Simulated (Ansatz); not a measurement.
BH4NSi, SMILES B1N[SiH2]1, harmonic frequencies at the relaxed geometry

Computed with the Python package of Ansatz (0.2.0).

At the Python prompt:
```pycon
>>> import itertools
>>> import ansatz
>>> from ase.data import atomic_numbers, covalent_radii
>>> import numpy as np
>>> GEOMETRY = """
... B    -0.84160   -0.63030   -0.32940
... N     0.30890    0.03620   -1.06210
... Si    0.66510    0.14920    0.61360
... H    -1.89670   -1.05060   -0.35940
... H     0.00840    0.97780   -1.39850
... H     0.31910    1.41660    1.29640
... H     1.49820   -0.96700    1.19380
... """
>>> system = ansatz.Crystal.molecule()
>>> for line in GEOMETRY.strip().splitlines():
...     symbol, *xyz = line.split()
...     system = system.atom(symbol, [float(v) for v in xyz])
...
>>> base = (
...     system.calculation()
...     .basis(gaussian="def2-SVP")
...     .functional("B3LYP")
... )
>>> symbols = [site.symbol for site in system.cartesian_sites]
>>> start = np.array([site.position_ang for site in system.cartesian_sites], dtype=float)
>>> summary = base.relax(force_tolerance=0.003, max_steps=100).run(threads=1, pin="off").report

>>> end = np.array(summary["positions_ang"])
>>> # pairs closer than 1.2 times the sum of covalent radii, before or after
>>> radius = [covalent_radii[atomic_numbers[s]] for s in symbols]
>>> span = lambda where, i, j: np.linalg.norm(where[i] - where[j])
>>> bonded = [(i, j) for i, j in itertools.combinations(range(len(symbols)), 2) if min(span(start, i, j), span(end, i, j)) < 1.2 * (radius[i] + radius[j])]
>>> print("pair        before    after (A)")
pair        before    after (A)
>>> for i, j in bonded:
...     print(f"{symbols[i]}{i}-{symbols[j]}{j}".ljust(10), f"{span(start, i, j):8.4f} {span(end, i, j):8.4f}")
...
B0-N1        1.5181   1.3772
B0-Si2       1.9409   1.9479
B0-H3        1.1361   1.1982
N1-Si2       1.7169   1.7859
N1-H4        1.0441   1.0171
Si2-H5       1.4806   1.4911
Si2-H6       1.5088   1.4911
>>> # same settings at the minimum
>>> minimum = ansatz.Crystal.molecule()
>>> for symbol, place in zip(symbols, end):
...     minimum = minimum.atom(symbol, place.tolist())
...
>>> vibrating = (
...     minimum.calculation()
...     .basis(gaussian="def2-SVP")
...     .functional("B3LYP")
...     .phonons(temperatures=(200, 600, 100))
... )
>>> vib = vibrating.run(threads=1, pin="off").report["vibrations"]
>>> sums = vib["harmonic_sums"]
>>> modes = [m["omega_inv_cm"] for m in sums["modes_at_gamma"] if m["rigid_motion"] == "no"]
>>> for number, w in enumerate(modes, start=1):
...     print(f"mode {number:2d} {w:9.1f} 1/cm {w / 8065.544 * 1000:8.2f} meV")
...
mode  1     467.3 1/cm    57.94 meV
mode  2     599.1 1/cm    74.28 meV
mode  3     624.7 1/cm    77.45 meV
mode  4     643.5 1/cm    79.79 meV
mode  5     675.9 1/cm    83.80 meV
mode  6     750.9 1/cm    93.10 meV
mode  7     843.0 1/cm   104.52 meV
mode  8     868.4 1/cm   107.67 meV
mode  9     982.5 1/cm   121.81 meV
mode 10    1039.8 1/cm   128.92 meV
mode 11    1373.9 1/cm   170.34 meV
mode 12    2214.3 1/cm   274.53 meV
mode 13    2220.8 1/cm   275.34 meV
mode 14    2676.4 1/cm   331.83 meV
mode 15    3553.4 1/cm   440.57 meV
>>> print("imaginary modes:", sum(w < 0 for w in modes), " zero-point energy:", round(sums["zero_point_energy_ev"], 4), "eV")
imaginary modes: 0  zero-point energy: 1.2109 eV
>>> print("T (K)   F_vib (eV)   S_vib (meV/K)   C_vib (meV/K)")
T (K)   F_vib (eV)   S_vib (meV/K)   C_vib (meV/K)
>>> for row in zip(sums["temperatures_k"], sums["vibrational_free_energy_ev"], vib["entropy_ev_per_k"], vib["heat_capacity_ev_per_k"]):
...     print(f"{row[0]:6.1f} {row[1]:11.4f} {1000 * row[2]:13.4f} {1000 * row[3]:15.4f}")
...
 200.0      1.2094        0.0399          0.1448
 300.0      1.2009        0.1369          0.3449
 400.0      1.1812        0.2597          0.5094
 500.0      1.1489        0.3873          0.6330
 600.0      1.1039        0.5115          0.7282
```

What to keep in mind:
- The frequencies are harmonic and unscaled, in a modest basis. The result belongs to the one conformer reached from this start, and soft torsions count as harmonic oscillators.
- b3lyp holds the VWN-RPA fit, as in Gaussian; the form of ORCA and Turbomole is b3lyp5.
- Finished in 68 s on 1 thread of Arm Neoverse V2, with other jobs on the host, peak memory 0.21 GiB.

(Lines on the test bed's own set-up are left out of the output.)
